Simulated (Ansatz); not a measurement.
Born–Oppenheimer molecular dynamics of CH5BO (8 atoms, charge 0, multiplicity 1). It starts from a rough guess of a transition structure, not a stationary point.

Theory: UKS BHLYP/def2-SVP (Ansatz 0.2.0).

```json
{
  "ensemble": "NVE (velocity Verlet)",
  "time step": "0.5 fs",
  "steps asked": "150",
  "starting velocities drawn for": "1000 K",
  "seed": "678679"
}
```

First frame:

```xyz
8
Properties=species:S:1:pos:R:3
B -0.762 -0.224 -0.716
C 0.533 0.370 0.472
O -0.830 -1.509 -0.578
H -0.011 -0.891 0.187
H -1.324 0.531 -1.415
H 1.484 -0.162 0.541
H 0.778 1.339 0.042
H 0.132 0.545 1.467
```

Problem. How far do the bonds stretch over the last three quarters of this one trajectory? (Pairs bonded in most of those frames.)

Solution. 
```
 bond  mean (Å)  spread (Å)  shortest  longest
B1–C2     1.585       0.106      1.40     1.77
B1–O3     1.383       0.092      1.22     1.52
B1–H5     1.246       0.098      1.07     1.39
C2–H6     1.119       0.056      1.02     1.22
C2–H7     1.107       0.034      1.03     1.17
C2–H8     1.105       0.013      1.08     1.13
O3–H4     1.021       0.122      0.80     1.20
```

Mean temperature of the second half: 2426 K. The conserved energy stayed within 3.2 meV per atom of its start (net change -0.12 meV per atom), so there is no drift, though single steps change it by up to 30 meV in the whole system, a sign of fast motions only just resolved. The system heated up, since it started high on the potential surface and ran downhill. A run of 0.075 ps of so small a system gives no equilibrium averages. The orbitals stay closed-shell, which can raise the energy where a bond breaks towards radicals; this wasn't checked here.

Run time: 6.8 min on 1 thread of Arm Neoverse V1, with other jobs on the host, peak memory 0.14 GiB.
